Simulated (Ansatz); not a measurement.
Relaxing CrSn

Theory: DFT PBE, scalar-relativistic, plane waves, PAW (Ansatz). Cutoff 420 eV, Γ-centred k mesh, Gaussian smearing, collinear spin, first started from parallel moments.

This is the end of a relaxation of cell and atoms.

```
Cr Sn
1.0
     3.07581    0.00000    0.00000
     0.00000    3.07581    0.00000
     0.00000    0.00000    3.82371
Cr Sn
1 1
Cartesian
  1.5379 1.5379 1.9119
  0.0000 0.0000 0.0000
```

Energies over the elements count from the elements' standard structures at the same level, with no empirical corrections.

(1) What space group does it have?

(2) What is its formation energy per atom?

(3) Is it a metal?

(4) What net moment does it keep?

Results:

(1) P4/mmm (No. 123). Conventional cell: a = 3.076 Å, c = 3.824 Å. Cr has 8 Sn at 2.90 Å and 4 Cr at 3.08 Å; Sn has 8 Cr at 2.90 Å and 4 Sn at 3.08 Å.

(2) 0.43 eV/atom.

(3) Yes, bands cross the Fermi level on the 18×18×14 mesh.

(4) 1.36 μB per atom, with site moments up to 2.67 μB.

The final run used a 18×18×14 mesh on its 2-atom cell and 0.10 eV smearing. The k mesh leaves about 4 meV/atom of noise in metals. The cell came from a trial start, so CrSn may not exist in this structure.

Cost: 3 runs of about 2.7 core-minutes in all, on Arm Neoverse V2 (shared hosts).